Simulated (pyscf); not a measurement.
Substitution at Si: F–SiH₃ + SiH₃• → F–SiH₂–SiH₃ + H•

Gas phase, doublet surface, charge 0. Bonds broken: Si1–H3. Bonds formed: Si1–Si2. Single points on ωB97X-D3(BJ)/def2-SVP structures (PySCF, gas phase).

Transition state (Å):

```xyz
9

Si     1.5607     0.1034    -0.0950
Si    -0.3983     1.4157    -0.0008
H      1.2186     1.8224     1.4724
H      1.4907    -0.7661    -1.3061
H      1.7168    -0.7521     1.1123
H     -0.1286     2.8447    -0.3246
H     -1.1224     1.2883     1.2962
H     -1.2975     0.8663    -1.0710
F      2.8898     1.0353    -0.2707
```

One imaginary mode, 549i cm⁻¹; descent along it reached the two sides named.

```tsv
bond	change	reactant side (Å)	saddle	product side
Si1–H3	breaks	1.488	2.351	3.9
Si1–Si2	forms	3.3	2.360	2.334
```

Electronic energies relative to the separated reactants (kJ/mol):

```json
[
 {"level": "ωB97X-D3(BJ)/def2-TZVP", "barrier": "67.0", "reaction energy": "+57.5", "reverse barrier": "9.6"},
 {"level": "PBE/def2-TZVP", "barrier": "70.5", "reaction energy": "+72.4", "reverse barrier": "-1.8"},
 {"level": "r²SCAN/def2-TZVP", "barrier": "74.7", "reaction energy": "+85.2", "reverse barrier": "-10.5"},
 {"level": "B3LYP-D3(BJ)/def2-TZVP", "barrier": "85.6", "reaction energy": "+86.7", "reverse barrier": "-1.2"},
 {"level": "PBE0-D3(BJ)/def2-TZVP", "barrier": "69.9", "reaction energy": "+69.6", "reverse barrier": "0.4"},
 {"level": "M06-2X/def2-TZVP", "barrier": "94.9", "reaction energy": "+86.5", "reverse barrier": "8.4"},
 {"level": "ωB97M-D3(BJ)/def2-TZVP", "barrier": "90.0", "reaction energy": "+80.1", "reverse barrier": "10.0"},
 {"level": "HF/def2-TZVP", "barrier": "129.6", "reaction energy": "+88.0", "reverse barrier": "41.7"}
]
```

With ωB97M-D3(BJ)/def2-TZVP energies and thermal terms (ideal gas, 1 atm, RRHO with modes under 100 cm⁻¹ raised to 100, one conformer, R ln 2 for chiral ones without a mode under 150 cm⁻¹), in kJ/mol:

| T (K) | ΔH‡ | ΔG‡ | ΔH | ΔG |
|---|---|---|---|---|
| 298 | 80.9 | 119.3 | +71.2 | +80.3 |
| 600 | 85.4 | 156.5 | +77.6 | +87.1 |
| 900 | 89.8 | 191.1 | +83.4 | +90.5 |
| 1200 | 93.8 | 224.2 | +88.7 | +92.1 |

At PBE, r²SCAN, B3LYP-D3(BJ) this geometry lies under the product side: in single points on another level's saddle the reverse barrier vanishes, and the forward threshold there is about the reaction energy. This saddle turned up in a search for another step; its sides and bond changes are read from the two ends of the descent. The same reactants have a lower exit, to F–SiH₂• + SiH₄ (barrier +46.1 kJ/mol at ωB97M-D3(BJ)/def2-TZVP, against +90.0 kJ/mol here). One saddle was located; it need not be the lowest between these sides. The angle at the attacked Si is 56° (front-side attack).
